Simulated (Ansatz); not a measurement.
Antifluorite Mg₂Sn, treated with PBE in Ansatz (plane waves, PAW).

Run with plane-wave cutoff 520 eV, 20×20×20 k mesh, Fermi–Dirac smearing 0.05 eV, scalar-relativistic PAW data made under PBE.

Computed at the level's own relaxed cell.

Q: Give the computed elastic constant C11, elastic constant C12, elastic constant C44, Voigt–Reuss–Hill shear modulus (Hill average) and Voigt–Reuss–Hill bulk modulus.

A: 
* **elastic constant C11**: 70.5 GPa
* **elastic constant C12**: 25.5 GPa
* **elastic constant C44**: 30.8 GPa
* **Voigt–Reuss–Hill shear modulus (Hill average)**: 27.1 GPa
* **Voigt–Reuss–Hill bulk modulus**: 40.5 GPa

Note: the solid has no gap at this level, which affects its response.

Elastic constants are with the ions relaxed.

Spin–orbit coupling is not included.

The computed numbers hold no vibrational or temperature effects.

Ansatz is a program for electronic structure.
